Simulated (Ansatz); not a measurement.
Molecule: CH$_{3}$O (charge 0, doublet). It need not be the lowest isomer of its formula. 
Structure (B3LYP-D3(BJ)/def2-TZVP (Ansatz, a quantum-chemistry and plane-wave program) minimum search):
```
C
O 1 1.3645
H 2 0.9632 1 109.87
H 1 1.0785 2 113.74 3 175.53
H 1 1.0823 4 121.49 2 153.15
```
Charge 0, spin multiplicity 2.

Basis-set convergence of Hartree-Fock and MP2 correlation energies (hartree) with Ansatz. Cores are frozen in the correlated levels unless marked. Open shells are spin-unrestricted. Spin-orbit coupling is left out. No relativistic terms.

| basis | functions | E(HF) | E(corr, MP2) |
|---|---|---|---|
| def2-SVPD | 67 | -114.33817 | -0.32430 |
| def2-TZVPPD | 128 | … | … |

Q: Fill in the missing entries.

A: 
- def2-TZVPPD, E(HF): -114.46923
- def2-TZVPPD, E(corr, MP2): -0.39386
